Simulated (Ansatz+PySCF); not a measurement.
A calculation with PySCF 2.14.0.

```python
from pyscf import gto, scf

mol = gto.M(atom="""
C -0.009570 -0.002070 -0.490730
C -0.005630 1.198040 0.212040
C 0.007550 -1.193760 0.216310
H -0.009090 -0.002870 -1.584340
H 0.009010 2.162410 -0.300000
H 0.000000 1.207830 1.317740
H -0.003110 -2.151300 -0.297900
H -0.004080 -1.203990 1.299500
""", basis='def2-svp', charge=1, spin=0)
mf = scf.UHF(mol)
mf.kernel()
print(mf.converged, mf.e_tot, mf.spin_square()[0])
```

The script is written out from the run's settings.

Results

```json
{"Converged": "yes", "Total energy": "-116.10466 hartree", "Spin squared of the determinant": "0.000", "Cycles": "11"}
```

This is not the lowest solution: another run reaches a determinant 0.02 eV lower.
